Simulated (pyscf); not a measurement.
**Insertion: B–OH [singlet] + HF → HO–BH–F**

Gas phase, singlet surface, charge 0. Bonds broken: H3–F4. Bonds formed: B1–H3, B1–F4. Optimised with ωB97X-D3(BJ)/def2-SVP in PySCF. Correlated levels are frozen-core, on RHF or UHF. ΔMP2 is the change of the MP2 total energy from the triple- to the quadruple-zeta basis.

Transition state (Å):

```xyz
5

B     -0.5645    -0.5186     0.4060
O     -1.1854     0.4206     1.0594
H     -0.6111    -1.3658    -0.6774
F     -1.6332    -1.0200    -1.0831
H     -2.0427     0.6809     0.6852
```

One imaginary mode, 1192i cm⁻¹; descent along it reached the two sides named, in the forms told below.

```json
[
 {"bond": "H3–F4", "change": "breaks", "reactant side (Å)": "0.940", "saddle": "1.153", "product side": "2.200"},
 {"bond": "B1–H3", "change": "forms", "reactant side (Å)": "2.046", "saddle": "1.376", "product side": "1.203"},
 {"bond": "B1–F4", "change": "forms", "reactant side (Å)": "3.0", "saddle": "1.900", "product side": "1.338"}
]
```

Electronic energies relative to the separated reactants (eV):

```tsv
level	barrier	reaction energy	reverse barrier
ωB97X-D3(BJ)/def2-TZVP	0.33	-4.18	4.51
PBE/def2-TZVP	-0.09	-4.20	4.11
r²SCAN/def2-TZVP	0.02	-4.34	4.36
B3LYP-D3(BJ)/def2-TZVP	0.22	-4.18	4.41
PBE0-D3(BJ)/def2-TZVP	0.17	-4.26	4.43
M06-2X/def2-TZVP	0.43	-4.21	4.64
ωB97M-D3(BJ)/def2-TZVP	0.36	-4.05	4.41
HF/def2-TZVP	1.18	-4.00	5.18
MP2/def2-QZVPP	0.43	-4.14	4.56
CCSD/def2-TZVPP	0.71	-3.95	4.66
CCSD(T)/def2-TZVPP	0.56	-3.96	4.52
CCSD(T)/def2-TZVPP + ΔMP2(QZVPP)	0.55	-3.95	4.50
```

With CCSD(T)/def2-TZVPP + ΔMP2(QZVPP) energies and thermal terms (ideal gas, 1 atm, RRHO with modes under 100 cm⁻¹ raised to 100, one conformer, R ln 2 for rigid chiral ones), in eV:

```tsv
T (K)	ΔH‡	ΔG‡	ΔH	ΔG
298	0.51	0.91	-3.81	-3.38
600	0.50	1.33	-3.84	-2.92
900	0.50	1.75	-3.84	-2.46
1200	0.52	2.16	-3.81	-2.01
```

On the reactant side the descent ends in a bound adduct, 0.41 eV under the separated species and 0.74 eV under the saddle at ωB97X-D3(BJ)/def2-TZVP. At PBE the saddle lies under the separated reactants, which points to a path from their complex (located at ωB97X-D3(BJ) alone). B–OH [singlet] lies 1.93 eV over its isomer HB=O, and others may lie lower still (electronic energy, ωB97M-D3(BJ)). One saddle was located; it need not be the lowest between these sides. The CCSD(T) − MP2 part came from Ansatz, without density fitting, on the same reference.
